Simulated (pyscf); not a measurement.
**Routes from H₃Si–AsH–GaH₂ (SMILES [SiH3][AsH][GaH2]) + H₂ (SMILES [H][H])**

Candidate steps break at most two bonds and form at most two. Each was searched with GFN2-xTB (tblite) first. Single points on ωB97X-D3(BJ)/def2-SVP structures (PySCF, gas phase). Energies: ωB97M-D3(BJ)/def2-TZVP, kcal/mol, from the separated reactants, singlet surface; ΔG‡ with ideal gas, 1 atm, RRHO with modes under 100 cm⁻¹ raised to 100, one conformer, R ln 2 for chiral ones without a mode under 150 cm⁻¹.

```json
[
 {"products": "H₃Si–AsH₂ + GaH₃", "type": "four-centre exchange", "ΔE‡": "29.1", "ΔE": "+11.2", "ΔG‡ 298 K": "38.1", "ΔG‡ 900 K": "56.4", "ν‡ (cm⁻¹)": "1267i"},
 {"products": "H₂Ga–AsH₂ + SiH₄", "type": "four-centre exchange", "ΔE‡": "63.2", "ΔE": "+3.1", "ΔG‡ 298 K": "70.5", "ΔG‡ 900 K": "87.4", "ν‡ (cm⁻¹)": "1533i"}
]
```

Row 1: On the product side the descent ends in a complex, 6.5 kcal/mol under the separated species and 18.7 kcal/mol under the saddle at ωB97X-D3(BJ)/def2-TZVP. Row 2: On the product side the descent ends in a complex (not fully relaxed), 6.5 kcal/mol under the separated species and 63.7 kcal/mol under the saddle at ωB97X-D3(BJ)/def2-TZVP. 

Plain bond fissions and candidates not yet searched are not listed, and one of them may be faster. Each barrier is that of the saddle found; lower ones may exist. Elements up to Kr have no core potential and no relativistic terms here.
